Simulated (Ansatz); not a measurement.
# C2H5NO: up Jacob's ladder to CCSD(T)

Aim: compute C2H5NO with functionals from several rungs and with coupled cluster, and see how far each lands from CCSD(T) at the basis-set limit for the atomisation energy.

Method: functionals in def2-TZVPP, the program's frozen cores in correlated methods; program: Ansatz 0.2.0, Gaussian basis.

The runs, in order: LDA (SPW92), PBE-D4, revPBE-D4, BLYP-D4, r2SCAN-D4, B97M-V, PBE0-D4, B3LYP-D4, r2SCANh-D4, r2SCAN0-D4, HSE06-D4, BHLYP-D4, CAM-B3LYP-D4, LC-ωPBE, ωB97X-V, ωB97M-V, B2PLYP, PBE-QIDH; CCSD(T)/def2-SVP; CCSD(T)/def2-TZVPP; MP2/def2-QZVPP; extrapolation to the limit; RPA on PBE.

## 1. The geometry

An earlier PBE0-D4 in a triple-zeta def2 set relaxation fixed the geometry.

SMILES `N=CCO`, 9 atoms, charge 0, spin multiplicity 1.

Atoms are counted from 1 here; the program's logs count them from 0.

Bond lengths: N1–C2 1.262 Å, N1–H5 1.016 Å, C2–C3 1.493 Å, C2–H6 1.096 Å, C3–O4 1.390 Å, C3–H7 1.101 Å, C3–H8 1.101 Å, O4–H9 0.971 Å. Angles: C2–N1–H5 112.9°, N1–C2–C3 118.7°, N1–C2–H6 124.5°, C3–C2–H6 116.8°, C2–C3–O4 112.2°, C2–C3–H7 108.2°, C2–C3–H8 108.2°, O4–C3–H7 111.0°, O4–C3–H8 111.0°, H7–C3–H8 106.1°, C3–O4–H9 105.3°.

Coordinates:

```mol
C2H5NO
  3D, bonds by distance, orders not assigned

  9  8  0  0  0  0  0  0  0  0999 V2000
   -0.8876    0.4891   -1.0324 N   0  0
   -0.4771    0.5079    0.1613 C   0  0
    0.6368   -0.4071    0.5511 C   0  0
    1.0774   -1.1825   -0.5146 O   0  0
   -1.6457    1.1447   -1.2004 H   0  0
   -0.8830    1.1557    0.9467 H   0  0
    1.4566    0.2049    0.9591 H   0  0
    0.2862   -1.0404    1.3812 H   0  0
    0.5251   -0.9189   -1.2691 H   0  0
  1  2  8  0
  2  3  8  0
  3  4  8  0
  1  5  8  0
  2  6  8  0
  3  7  8  0
  3  8  8  0
  4  9  8  0
M  END
```

## 2. LDA

This LDA is Slater exchange with PW92 correlation.

File in.yaml:

```yaml
crystal:
  periodic: [false, false, false]
  atoms:
    - {symbol: N, position_ang: [-0.887561, 0.489140, -1.032377]}
    - {symbol: C, position_ang: [-0.477128, 0.507918, 0.161303]}
    - {symbol: C, position_ang: [0.636762, -0.407064, 0.551089]}
    - {symbol: O, position_ang: [1.077355, -1.182458, -0.514638]}
    - {symbol: H, position_ang: [-1.645684, 1.144684, -1.200435]}
    - {symbol: H, position_ang: [-0.883030, 1.155746, 0.946656]}
    - {symbol: H, position_ang: [1.456627, 0.204879, 0.959134]}
    - {symbol: H, position_ang: [0.286154, -1.040409, 1.381210]}
    - {symbol: H, position_ang: [0.525105, -0.918936, -1.269142]}
basis:
  gaussian: {orbitals: def2-TZVPP}
hamiltonian: {xc: lda}
output: {orbitals: {seedname: orbitals}}
```

On the command line:

```bash
> ansatz run in.yaml --threads 2 --pin off --events-out ev --progress --plain --max-ram 4352MiB
```

After this run come: PBE-D4 (GGA); revPBE-D4 (GGA); BLYP-D4 (GGA); r2SCAN-D4 (meta-GGA); B97M-V (meta-GGA); B3LYP-D4 (hybrid); r2SCANh-D4 (hybrid); r2SCAN0-D4 (hybrid); HSE06-D4 (hybrid); BHLYP-D4 (hybrid); CAM-B3LYP-D4 (range-separated); LC-ωPBE (range-separated); ωB97X-V (range-separated); ωB97M-V (range-separated); B2PLYP (double hybrid); PBE-QIDH (double hybrid); CCSD(T) in def2-SVP; CCSD(T) in def2-TZVPP; MP2 in def2-QZVPP; RPA on PBE orbitals.

**Question.** What will the summary of the whole plan be? Wanted: atomisation energy, CCSD(T)/CBS; farthest beyond LDA; mean size of error, GGA; mean size of error, meta-GGA; mean size of error, hybrid; mean size of error, range-separated; mean size of error, double hybrid; gap, smallest and largest; T1 diagnostic.

The runs gave:

| quantity | value |
| --- | --- |
| atomisation energy, CCSD(T)/CBS | 3509.3 kJ/mol |
| functionals within 17.5 kJ/mol (0.5 %) | revPBE-D4, r2SCAN-D4, B97M-V, B3LYP-D4, LC-ωPBE, ωB97X-V, ωB97M-V |
| farthest beyond LDA | BHLYP-D4 (-135.7 kJ/mol) |
| mean size of error, GGA | 55.6 kJ/mol |
| mean size of error, meta-GGA | 2.1 kJ/mol |
| mean size of error, hybrid | 48.9 kJ/mol |
| mean size of error, range-separated | 12.7 kJ/mol |
| mean size of error, double hybrid | 30.8 kJ/mol |
| gap, smallest and largest | 4.51 eV (LDA (SPW92)), 12.65 eV (LC-ωPBE) |
| T1 diagnostic | 0.0120 |
| triples share of the correlation energy | 4.0 % |

In words: The LDA atomisation energy is off by 589.8 kJ/mol (17 %): it overbinds. PBE-D4 misses by +118.8 kJ/mol. Double hybrids carry the basis error of their MP2 part in triple zeta, and no dispersion term here, so their miss is partly the set-up's. The rungs meta-GGA, range-separated miss on average by less than the doubt on the reference (17.5 kJ/mol), so they tie. Misses under about 17.5 kJ/mol are within the doubt on the reference itself, which lacks core-valence correlation, relativity and higher excitations. Hartree-Fock recovers 69 % of the binding; the rest is correlation. CCSD(T) in def2-SVP is off by -196.5 kJ/mol, worse than the median functional, from the basis alone. Orbital gaps span 4.5 to 12.7 eV; exact exchange widens them.
